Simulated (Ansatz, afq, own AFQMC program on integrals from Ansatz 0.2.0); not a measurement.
# H₂SO (triplet): quantum Monte Carlo beside coupled cluster at distance O1–H3 along a hydrogen transfer = 0.960 Å, cc-pVTZ

Aim: compute H₂SO (triplet) with auxiliary-field quantum Monte Carlo on the same integrals as coupled cluster, and set the energies side by side.

Program: Ansatz 0.2.0, Gaussian basis, and an in-house AFQMC program (afq) on its integrals; all values are calculated. Level of theory: cc-pVTZ, frozen cores. These are calculated values, not measurements.

Plan: PBE (unrestricted); r2SCAN (unrestricted); PBE0 (unrestricted); B3LYP (unrestricted); CCSD(T) on UHF; wB97M-V (unrestricted); B2PLYP (unrestricted); CCSD(T) on UHF; CCSD(T) on UHF; Phaseless AFQMC, CISD trial on UHF.

**1. The geometry**

The geometry derives from fragments relaxed apart (PBE0/def2-TZVP) and kept rigid, so it is no stationary point. A hydrogen atom is moved between rigid fragments.

4 atoms, charge 0, spin multiplicity 3.

Atoms are counted from 1 here; the program's logs count them from 0.

Bond lengths: O1–H2 0.960 Å, O1–H3 0.960 Å. Angles: H2–O1–H3 105.1°.

Coordinates:

| atom | x (Å) | y (Å) | z (Å) |
| --- | --- | --- | --- |
| O1 | -0.84305 | -0.23164 | 0.00000 |
| H2 | -1.09236 | 0.69493 | 0.00000 |
| H3 | 0.11647 | -0.23164 | 0.00000 |
| S4 | 1.81895 | -0.23164 | 0.00000 |

**2. PBE (unrestricted)**

Contents of in.yaml:

```yaml
crystal:
  periodic: [false, false, false]
  atoms:
    - {symbol: O, position_ang: [-0.843055, -0.231644, 0.000000]}
    - {symbol: H, position_ang: [-1.092364, 0.694932, 0.000000]}
    - {symbol: H, position_ang: [0.116474, -0.231644, 0.000000]}
    - {symbol: S, position_ang: [1.818945, -0.231644, 0.000000]}
basis:
  gaussian: {orbitals: cc-pVTZ}
magnetization: {spin_polarized: true, initial_magnetization: 2}
hamiltonian: {xc: {name: PBE}}
output: {orbitals: {seedname: orbitals}}
```

Started as:

```console
> ansatz run in.yaml --threads 1 --pin off --events-out ev --progress --plain --max-ram 5632MiB --backend cpu
```

Standard output:

```text
Functional definition: PBE
  name "PBE"
  cite "Perdew, Burke & Ernzerhof, Phys. Rev. Lett. 77, 3865 (1996) doi:10.1103/PhysRevLett.77.3865"
  parent pbe
  parameter kappa = 0.804
  parameter beta = 0.06672455060314922
  exchange = pbe_x(kappa = kappa, mu = beta*pi^2/3)
  correlation = pbe_c(beta = beta)
555 factors; their error is unknown
mean field evaluation 1: about -12899.5171 eV, gradient 4.6e1 eV
mean field evaluation 2: about -12824.4632 eV, gradient 1.2e2 eV
mean field evaluation 4: about -12904.1899 eV, gradient 2.0e1 eV
mean field evaluation 8: about -12906.5031 eV, gradient 2.0e0 eV
mean field evaluation 16: about -12906.5541 eV, gradient 5.7e-3 eV
mean field evaluation 32: about -12905.8954 eV, gradient 3.4e0 eV
mean field evaluation 64: about -12906.5541 eV, gradient 1.1e-3 eV
mean field evaluation 96: about -12906.4895 eV, gradient 2.5e-1 eV
mean field evaluation 128: about -12906.4999 eV, gradient 3.4e-1 eV
mean field -12906.55410815 eV, -474.3071150980 hartree, gradient 8.2e-6 eV, S^2 2.003846; 13 other end points of the search recorded, 0 dependent functions left out
reference -12906.55413351 eV, -474.3071160298 hartree; 14, 12 occupied and 78, 80 virtual orbitals, 555 factors
Total energy: -12906.55413351 eV, -474.3071160298 hartree
```

Wall time 11 s (1 thread of AMD EPYC 7R13 (Zen 3), shared host); peak memory 0.71 GiB.

From the report: ⟨S²⟩ of the determinant 2.004 (pure triplet: 2.00).

**3. r2SCAN (unrestricted)**

in.yaml, as its differences from that of step 2:

```diff
@@ -10,3 +10,2 @@
 magnetization: {spin_polarized: true, initial_magnetization: 2}
-hamiltonian: {xc: {name: PBE}}
-output: {orbitals: {seedname: orbitals}}
+hamiltonian: {xc: {name: r2SCAN}}
```

Same command.

Standard output, shortened:

```text
Functional definition: r2SCAN
  name "r2SCAN"
  cite "Furness, Kaplan, Ning, Perdew & Sun, J. Phys. Chem. Lett. 11, 8208 (2020) doi:10.1021/acs.jpclett.0c02405"
  cite "Furness, Kaplan, Ning, Perdew & Sun, J. Phys. Chem. Lett. 11, 9248 (2020) doi:10.1021/acs.jpclett.0c03077"
  parent r2scan
[...]
555 factors; their error is unknown
[...]
mean field -12911.64541031 eV, -474.4942170013 hartree, gradient 7.1e-6 eV, S^2 2.007595; 7 other end points of the search recorded, 0 dependent functions left out
reference -12911.64541833 eV, -474.4942172962 hartree; 14, 12 occupied and 78, 80 virtual orbitals, 555 factors
Total energy: -12911.64541833 eV, -474.4942172962 hartree
```

Run time: 14 s. Hardware: 1 thread of AMD EPYC 7R13 (Zen 3), shared host; peak memory 0.71 GiB.

From the report: ⟨S²⟩ of the determinant 2.008 (pure triplet: 2.00).

**4. PBE0 (unrestricted)**

in.yaml, as its differences from that of step 3:

```diff
@@ -10,2 +10,3 @@
 magnetization: {spin_polarized: true, initial_magnetization: 2}
-hamiltonian: {xc: {name: r2SCAN}}
+hamiltonian: {xc: {name: PBE0}}
+output: {orbitals: {seedname: orbitals}}
```

Launched as before.

Standard output:

```text
Functional definition: PBE0
  name "PBE0"
  cite "Adamo & Barone, J. Chem. Phys. 110, 6158 (1999) doi:10.1063/1.478522"
  cite "Perdew, Burke & Ernzerhof, Phys. Rev. Lett. 77, 3865 (1996) doi:10.1103/PhysRevLett.77.3865"
  parent pbe
  parameter a = 0.25
  parameter kappa = 0.804
  parameter beta = 0.06672455060314922
  exchange = (1 - a)*pbe_x(kappa = kappa, mu = beta*pi^2/3) + a*exact_x
  correlation = pbe_c(beta = beta)
571 factors; their error is unknown
mean field evaluation 1: about -12902.0875 eV, gradient 3.9e1 eV
mean field evaluation 2: about -12850.4220 eV, gradient 9.7e1 eV
mean field evaluation 4: about -12907.1093 eV, gradient 6.3e0 eV
mean field evaluation 8: about -12907.2665 eV, gradient 1.2e-1 eV
mean field evaluation 16: about -12907.3842 eV, gradient 1.4e0 eV
mean field evaluation 32: about -12907.3843 eV, gradient 1.2e-1 eV
mean field -12907.41209799 eV, -474.3386456429 hartree, gradient 7.1e-6 eV, S^2 2.006044; 3 other end points of the search recorded, 0 dependent functions left out
reference -12907.41211713 eV, -474.3386463462 hartree; 14, 12 occupied and 78, 80 virtual orbitals, 571 factors
Total energy: -12907.41211713 eV, -474.3386463462 hartree
```

Wall time 4.3 s (1 thread of AMD EPYC 7R13 (Zen 3), shared host); peak memory 0.71 GiB.

From the report: ⟨S²⟩ of the determinant 2.006 (pure triplet: 2.00).

**5. B3LYP (unrestricted)**

in.yaml, as its differences from that of step 4:

```diff
@@ -10,3 +10,2 @@
 magnetization: {spin_polarized: true, initial_magnetization: 2}
-hamiltonian: {xc: {name: PBE0}}
-output: {orbitals: {seedname: orbitals}}
+hamiltonian: {xc: {name: B3LYP}}
```

Same command.

Standard output, shortened:

```text
Functional definition: B3LYP
  name "B3LYP"
  cite "Stephens, Devlin, Chabalowski & Frisch, J. Phys. Chem. 98, 11623 (1994) doi:10.1021/j100096a001"
  cite "Becke, Phys. Rev. A 38, 3098 (1988) doi:10.1103/PhysRevA.38.3098"
  cite "Lee, Yang & Parr, Phys. Rev. B 37, 785 (1988) doi:10.1103/PhysRevB.37.785"
  cite "Vosko, Wilk & Nusair, Can. J. Phys. 58, 1200 (1980) doi:10.1139/p80-159"
[...]
571 factors; their error is unknown
[...]
mean field -12914.01958418 eV, -474.5814662819 hartree, gradient 7.3e-6 eV, S^2 2.004866; 3 other end points of the search recorded, 0 dependent functions left out
reference -12914.01975746 eV, -474.5814726497 hartree; 14, 12 occupied and 78, 80 virtual orbitals, 571 factors
Total energy: -12914.01975746 eV, -474.5814726497 hartree
```

Wall time 4.2 s (1 thread of AMD EPYC 7R13 (Zen 3), shared host); peak memory 0.71 GiB.

From the report: ⟨S²⟩ of the determinant 2.005 (pure triplet: 2.00).

**6. CCSD(T) on UHF**

in.yaml, as its differences from that of step 5:

```diff
@@ -10,2 +10,2 @@
 magnetization: {spin_polarized: true, initial_magnetization: 2}
-hamiltonian: {xc: {name: B3LYP}}
+correlation: {method: ccsd_t, electrons: outside_noble_gas, hamiltonian_folder: ham}
```

Started as:

```console
> ansatz run in.yaml --threads 1 --pin off --events-out ev --progress --plain --max-ram 16896MiB --backend cuda --devices 0, --max-vram 18GiB
```

Standard output, shortened:

```text
Functional definition: HF
  name "HF"
  cite "Fock, Z. Phys. 61, 126 (1930) doi:10.1007/BF01340294"
  parent pbe
[...]
540 factors; integrals over basis functions are off by at most 1.0e-3 eV
[...]
mean field -12885.45728255 eV, -473.5318210570 hartree, gradient 2.3e-6 eV, S^2 2.015917; 15 other end points of the search recorded, 0 dependent functions left out
determinant -12885.45728255 eV, -473.5318210570 hartree, with singles and doubles -12896.85881967 eV, -473.9508198179 hartree
determinant -12885.41530398 eV, -473.5302783732 hartree, with singles and doubles -12896.80918473 eV, -473.9489957674 hartree
determinant -12882.56147990 eV, -473.4254022727 hartree, with singles and doubles -12893.32966138 eV, -473.8211256429 hartree
determinant -12885.45728255 eV, -473.5318210570 hartree, with singles and doubles -12896.81100537 eV, -473.9490626748 hartree
determinant -12885.41530398 eV, -473.5302783732 hartree, with singles and doubles -12896.75971727 eV, -473.9471778720 hartree
6 core orbitals not correlated: weight in the atoms' cores, before any rotation towards them, 1.000 or more for the frozen orbitals, at most 0.000 for the correlated occupied ones
reference -12885.45728255 eV, -473.5318210570 hartree; 8, 6 occupied and 78, 80 virtual orbitals, 540 factors
second order -10.61853745 eV of doubles, -0.00000000 eV of singles
cycle   1  -11.35372273 eV  change    9.0e-8 eV  update   4.0e-6
perturbative correction -0.38657072 eV, -0.0142062119 hartree
Total energy: -12897.19757600 eV, -473.9632688835 hartree
```

It took 39 s on 1 × NVIDIA H100 80GB HBM3 with 1 thread of AMD EPYC 7R13 (Zen 3), shared host; peak host memory 0.83 GiB.

From the report: ⟨S²⟩ of the determinant 2.016 (pure triplet: 2.00); correlation -11.7403 eV; T1 0.019; largest double amplitude 0.05.

This run also writes the integrals to the folder ham.

**7. wB97M-V (unrestricted)**

in.yaml, as its differences from that of step 6:

```diff
@@ -10,2 +10,3 @@
 magnetization: {spin_polarized: true, initial_magnetization: 2}
-correlation: {method: ccsd_t, electrons: outside_noble_gas, hamiltonian_folder: ham}
+hamiltonian: {xc: {name: wB97M-V}}
+output: {orbitals: {seedname: orbitals}}
```

Started as:

```console
> ansatz run in.yaml --threads 1 --pin off --events-out ev --progress --plain --max-ram 5632MiB --backend cpu
```

Standard output, shortened:

```text
Functional definition: wB97M-V
  name "wB97M-V"
  cite "Mardirossian & Head-Gordon, J. Chem. Phys. 144, 214110 (2016) doi:10.1063/1.4952647"
  cite "Becke, J. Chem. Phys. 107, 8554 (1997) doi:10.1063/1.475007"
  cite "Vydrov & Van Voorhis, J. Chem. Phys. 133, 244103 (2010) doi:10.1063/1.3521275"
  # Of w^i u^j: cxij and so on, Table III.
[...]
  gx(w, u) = 1 - cx + cx01*u + cx10*w
  gss(w, u) = css00 + css04*u^4 + css10*w + css20*w^2 + css43*w^4*u^3
  gos(w, u) = cos00 + cos10*w + (cos20 + cos21*u)*w^2 + (cos60 + cos61*u)*w^6
[...]
      + integral(e_c_pw_mod_opposite_spin*gos(b97_w_opposite, b97_u_opposite)) + vv10(b, c)
562 factors; their error is unknown
113 factors; integrals over basis functions are off by at most 3.8e-5 eV
[...]
mean field -12911.94185802 eV, -474.5051112537 hartree, gradient 9.7e-6 eV, S^2 2.004062; 3 other end points of the search recorded, 0 dependent functions left out
reference -12911.94188692 eV, -474.5051123156 hartree; 14, 12 occupied and 78, 80 virtual orbitals, 562 factors
Total energy: -12911.94188692 eV, -474.5051123156 hartree
```

It took 14 s on 1 thread of AMD EPYC 7R13 (Zen 3), shared host; peak memory 0.71 GiB.

From the report: ⟨S²⟩ of the determinant 2.004 (pure triplet: 2.00).

**8. B2PLYP (unrestricted)**

in.yaml, as its differences from that of step 7:

```diff
@@ -10,3 +10,3 @@
 magnetization: {spin_polarized: true, initial_magnetization: 2}
-hamiltonian: {xc: {name: wB97M-V}}
-output: {orbitals: {seedname: orbitals}}
+hamiltonian: {xc: {name: B2PLYP}}
+correlation: {electrons: outside_noble_gas}
```

Same command.

Standard output, shortened:

```text
Functional definition: B2PLYP
  name "B2PLYP"
  cite "Grimme, J. Chem. Phys. 124, 034108 (2006) doi:10.1063/1.2148954"
  cite "Becke, Phys. Rev. A 38, 3098 (1988) doi:10.1103/PhysRevA.38.3098"
  cite "Lee, Yang & Parr, Phys. Rev. B 37, 785 (1988) doi:10.1103/PhysRevB.37.785"
[...]
540 factors; integrals over basis functions are off by at most 1.0e-3 eV
[...]
mean field -12905.20002167 eV, -474.2573533378 hartree, gradient 4.7e-6 eV, S^2 2.008681; 6 other end points of the search recorded, 0 dependent functions left out
6 core orbitals not correlated: weight in the atoms' cores, before any rotation towards them, 1.000 or more for the frozen orbitals, at most 0.000 for the correlated occupied ones
reference -12905.20013168 eV, -474.2573573802 hartree; 8, 6 occupied and 78, 80 virtual orbitals, 540 factors
second order -12.85070704 eV of doubles, -0.00000000 eV of singles
Total energy: -12908.66982258 eV, -474.3848661690 hartree
```

It took 9.5 s on 1 thread of AMD EPYC 7R13 (Zen 3), shared host; peak memory 0.71 GiB.

From the report: ⟨S²⟩ of the determinant 2.009 (pure triplet: 2.00).

**9. CCSD(T) on UHF**

in.yaml, as its differences from that of step 8:

```diff
@@ -8,5 +8,4 @@
 basis:
-  gaussian: {orbitals: cc-pVTZ}
+  gaussian: {orbitals: def2-TZVPP}
 magnetization: {spin_polarized: true, initial_magnetization: 2}
-hamiltonian: {xc: {name: B2PLYP}}
-correlation: {electrons: outside_noble_gas}
+correlation: {method: ccsd_t, electrons: outside_noble_gas}
```

Started as:

```console
> ansatz run in.yaml --threads 1 --pin off --events-out ev --progress --plain --max-ram 16896MiB --backend cuda --devices 0, --max-vram 18GiB
```

Standard output, shortened:

```text
Functional definition: HF
  name "HF"
  cite "Fock, Z. Phys. 61, 126 (1930) doi:10.1007/BF01340294"
  parent pbe
[...]
603 factors; integrals over basis functions are off by at most 1.3e-3 eV
[...]
mean field -12885.39687452 eV, -473.5296011028 hartree, gradient 3.2e-6 eV, S^2 2.016289; 16 other end points of the search recorded, 0 dependent functions left out
determinant -12885.39687452 eV, -473.5296011028 hartree, with singles and doubles -12896.80318235 eV, -473.9487751843 hartree
determinant -12885.35415826 eV, -473.5280313092 hartree, with singles and doubles -12896.75300677 eV, -473.9469312657 hartree
determinant -12885.35312376 eV, -473.5279932921 hartree, with singles and doubles -12896.72716413 eV, -473.9459815661 hartree
determinant -12885.35180725 eV, -473.5279449113 hartree, with singles and doubles -12896.73129692 eV, -473.9461334432 hartree
[...]
determinant -12885.39687452 eV, -473.5296011028 hartree, with singles and doubles -12896.75517627 eV, -473.9470109933 hartree
determinant -12885.35415826 eV, -473.5280313092 hartree, with singles and doubles -12896.70329716 eV, -473.9451044712 hartree
determinant -12885.35312376 eV, -473.5279932921 hartree, with singles and doubles -12896.67592294 eV, -473.9440984871 hartree
determinant -12885.35180725 eV, -473.5279449113 hartree, with singles and doubles -12896.67448584 eV, -473.9440456747 hartree
6 core orbitals not correlated: weight in the atoms' cores, before any rotation towards them, 1.000 or more for the frozen orbitals, at most 0.000 for the correlated occupied ones
reference -12885.39687452 eV, -473.5296011028 hartree; 8, 6 occupied and 87, 89 virtual orbitals, 603 factors
second order -10.60883063 eV of doubles, -0.00000000 eV of singles
cycle   1  -11.35830224 eV  change   -4.9e-7 eV  update   1.3e-6
perturbative correction -0.38979143 eV, -0.0143245708 hartree
Total energy: -12897.14496818 eV, -473.9613355819 hartree
```

Run time: 46 s. Hardware: 1 × NVIDIA H100 80GB HBM3 with 1 thread of AMD EPYC 7R13 (Zen 3), shared host; peak host memory 0.86 GiB.

From the report: ⟨S²⟩ of the determinant 2.016 (pure triplet: 2.00); correlation -11.7481 eV; T1 0.019; largest double amplitude 0.05.

**10. CCSD(T) on UHF**

in.yaml, as its differences from that of step 9:

```diff
@@ -8,3 +8,3 @@
 basis:
-  gaussian: {orbitals: def2-TZVPP}
+  gaussian: {orbitals: "def2-QZVPP.json"}
 magnetization: {spin_polarized: true, initial_magnetization: 2}
```

The command is unchanged.

Standard output, shortened:

```text
Functional definition: HF
  name "HF"
  cite "Fock, Z. Phys. 61, 126 (1930) doi:10.1007/BF01340294"
  parent pbe
[...]
1136 factors; integrals over basis functions are off by at most 1.2e-3 eV
[...]
mean field -12885.80592285 eV, -473.5446333517 hartree, gradient 3.3e-6 eV, S^2 2.017374; 15 other end points of the search recorded, 0 dependent functions left out
determinant -12885.80592285 eV, -473.5446333517 hartree, with singles and doubles -12898.12444766 eV, -473.9973307886 hartree
determinant -12885.76894764 eV, -473.5432745380 hartree, with singles and doubles -12898.05868954 eV, -473.9949142225 hartree
determinant -12885.76614718 eV, -473.5431716227 hartree, with singles and doubles -12898.08010407 eV, -473.9957011920 hartree
determinant -12885.76492241 eV, -473.5431266133 hartree, with singles and doubles -12898.06102874 eV, -473.9950001865 hartree
[...]
determinant -12885.76894764 eV, -473.5432745380 hartree, with singles and doubles -12897.87970280 eV, -473.9883365810 hartree
determinant -12885.76614718 eV, -473.5431716227 hartree, with singles and doubles -12897.92871129 eV, -473.9901376098 hartree
determinant -12885.76492241 eV, -473.5431266133 hartree, with singles and doubles -12897.91340317 eV, -473.9895750469 hartree
determinant -12885.76297916 eV, -473.5430552002 hartree, with singles and doubles -12897.89524030 eV, -473.9889075737 hartree
6 core orbitals not correlated: weight in the atoms' cores, before any rotation towards them, 1.000 or more for the frozen orbitals, at most 0.000 for the correlated occupied ones
reference -12885.80592285 eV, -473.5446333517 hartree; 8, 6 occupied and 173, 175 virtual orbitals, 1136 factors
second order -11.52376038 eV of doubles, -0.00000000 eV of singles
cycle   1  -12.14225597 eV  change   -2.0e-6 eV  update   3.0e-6
perturbative correction -0.46548001 eV, -0.0171060748 hartree
Total energy: -12898.41365882 eV, -474.0079591030 hartree
```

It took 61 s on 1 × NVIDIA H100 80GB HBM3 with 1 thread of AMD EPYC 7R13 (Zen 3), shared host; peak host memory 1.1 GiB.

From the report: ⟨S²⟩ of the determinant 2.017 (pure triplet: 2.00); correlation -12.6077 eV; T1 0.020; largest double amplitude 0.04.

**11. Phaseless AFQMC, CISD trial on UHF**

It reads the integrals that the CCSD(T) run on this determinant wrote.

Started as:

```console
> afq ham --method phaseless --trial cisd --walkers 1500 --populations 20 --least-time 60 --time-step 0.005 --steps-per-block 50 --equilibration-blocks 28 --max-blocks 4000 --target-error 0.00022 --factor-cut 1e-05 --start spin_pure --seed 7418 --release-times 0.24,0.51,0.99,1.62,2.4 --release-step 0.03 --release-every 3 --taylor-order 6
```

Standard output:

```text
orbitals 86  electrons 8 6  factors 534 of 540
reference energy -473.53182106 Eh
CCSD correlation -0.41724173 Eh in 18 cycles, weight of the determinant in the CISD state 0.8695
energy of the start -473.948119 Eh
 block  time / (1/Eh)  mean weight  energy / Eh
     1     0.250  0.9996  -473.945005
     2     0.500  1.0012  -473.951057
     3     0.750  1.0000  -473.954967
     4     1.000  0.9995  -473.957745
     5     1.250  0.9996  -473.959404
     6     1.500  0.9998  -473.961400
     7     1.750  1.0003  -473.961968
     8     2.000  1.0003  -473.962799
     9     2.250  0.9998  -473.963250
    10     2.500  1.0007  -473.963945
    13     3.250  0.9986  -473.964653
    16     4.000  1.0001  -473.963505
    19     4.750  0.9993  -473.963326
    22     5.500  0.9998  -473.967366
    25     6.250  1.0001  -473.965159
    28     7.000  0.9994  -473.964987
    31     7.750  0.9996  -473.962971
    34     8.500  1.0003  -473.964062
    37     9.250  1.0000  -473.963869
    40    10.000  0.9998  -473.965431
    43    10.750  0.9995  -473.968428
    46    11.500  0.9993  -473.964577
    49    12.250  1.0006  -473.966117
    52    13.000  0.9995  -473.964214
    55    13.750  0.9988  -473.964387
    58    14.500  1.0010  -473.965271
    61    15.250  1.0009  -473.964013
    64    16.000  1.0005  -473.963216
    67    16.750  0.9997  -473.961199
    70    17.500  0.9999  -473.963164
    73    18.250  1.0003  -473.964984
    76    19.000  0.9996  -473.964972
    79    19.750  1.0007  -473.962630
    82    20.500  0.9998  -473.964054
    85    21.250  0.9998  -473.961434
    88    22.000  0.9996  -473.963818
    91    22.750  0.9996  -473.964655
    94    23.500  0.9994  -473.961823
    97    24.250  1.0000  -473.962292
   100    25.000  1.0000  -473.961737
   103    25.750  1.0004  -473.965211
   106    26.500  1.0005  -473.961773
   109    27.250  0.9995  -473.964542
   112    28.000  0.9999  -473.963561
   115    28.750  1.0008  -473.963769
   118    29.500  0.9994  -473.964349
   121    30.250  1.0001  -473.963261
   124    31.000  0.9996  -473.963148
   127    31.750  1.0008  -473.965322
   130    32.500  1.0000  -473.967187
   133    33.250  1.0001  -473.964633
   136    34.000  1.0013  -473.960959
   139    34.750  1.0003  -473.962498
error from the spread of 20 populations
released: time / (1/Eh)  energy / Eh  error  mean overlap
  0.24  -473.964179  0.000167  0.9994
  0.51  -473.964452  0.000196  0.9969
  0.99  -473.964459  0.000239  0.9909
  1.62  -473.964284  0.000309  0.9862
  2.40  -473.964887  0.000443  0.9743
energy -473.963825 +/- 0.000207 Eh
```

Run time: 4.1 min. Hardware: 1 × NVIDIA H100 80GB HBM3 with 2 threads of AMD EPYC 7R13 (Zen 3), shared host; peak host memory 1.6 GiB.

Energy -12897.2127 ± 0.0056 eV. Caveats: constraint bias not in the error.

**12. All levels side by side**

On the UHF determinant, counted from CCSD(T) (a yardstick, not exact):

| level | energy (eV) | from CCSD(T) (kcal/mol) | statistical error (kcal/mol) | time |
| --- | --- | --- | --- | --- |
| HF | -12885.4573 | +270.74 |  |  |
| MP2 | -12896.0758 | +25.87 |  |  |
| CCSD | -12896.8110 | +8.91 |  |  |
| CCSD(T) | -12897.1976 | 0.00 |  |  |
| Phaseless AFQMC, CISD trial, step 0.005, 1500 walkers | -12897.2127 | -0.35 | 0.13 | 4.1 min |

The functionals' totals stand on their own zeros and serve differences with other points: PBE -12906.554 eV; r2SCAN -12911.645 eV; PBE0 -12907.412 eV; B3LYP -12914.020 eV; wB97M-V -12911.942 eV; B2PLYP -12908.670 eV.

**13. Outcome**

```
                                       quantity                  value
Phaseless AFQMC, CISD trial on UHF from CCSD(T)  -0.35 ± 0.13 kcal/mol
```

What this shows: On UHF the phaseless walk with the CISD trial lies -0.35 kcal/mol from CCSD(T), within three error bars. Error bars are statistical and leave out the constraint, the time step and what remains of the start.
